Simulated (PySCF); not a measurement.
Molecule: C3H7, net charge -1, singlet state. It need not be the lowest isomer of its formula. Whether it binds its extra electron was not tested at this geometry. SMILES: C[CH-]C
Coordinates optimised at B3LYP-D3(BJ)/def2-TZVP (Ansatz):
```xyz
10

C     -0.1064     0.0001     0.6583
C     -0.0125     1.2354    -0.2087
C     -0.0131    -1.2355    -0.2083
H      0.7514     0.0000     1.3550
H      0.0682     2.1557     0.3866
H      0.0672    -2.1556     0.3873
H      0.8562     1.2605    -0.9407
H     -0.9028     1.3603    -0.8480
H     -0.9035    -1.3602    -0.8476
H      0.8556    -1.2612    -0.9403
```
Charge -1, spin multiplicity 1.

Dispersion corrections to the total energy (kcal/mol) from the dftd3 and dftd4 libraries through PySCF: D3(BJ) without and D4 with the three-body term, each with the damping fitted for the functional named.

```json
[
 {"functional": "LC-wPBE", "D3(BJ)": "-2.92", "D4": "-4.29"},
 {"functional": "revPBE", "D3(BJ)": "-9.11", "D4": "-14.92"},
 {"functional": "PBE0", "D3(BJ)": "-2.80", "D4": "(withheld)"},
 {"functional": "BP86", "D3(BJ)": "-4.86", "D4": "-4.93"},
 {"functional": "TPSS", "D3(BJ)": "-4.14", "D4": "(withheld)"},
 {"functional": "PW6B95", "D3(BJ)": "-1.43", "D4": "-3.37"},
 {"functional": "HF", "D3(BJ)": "-29.11", "D4": "(withheld)"}
]
```

Task: Some entries are withheld; supply them.

Result: 
- PBE0, D4: -3.23
- TPSS, D4: -5.32
- HF, D4: -16.03
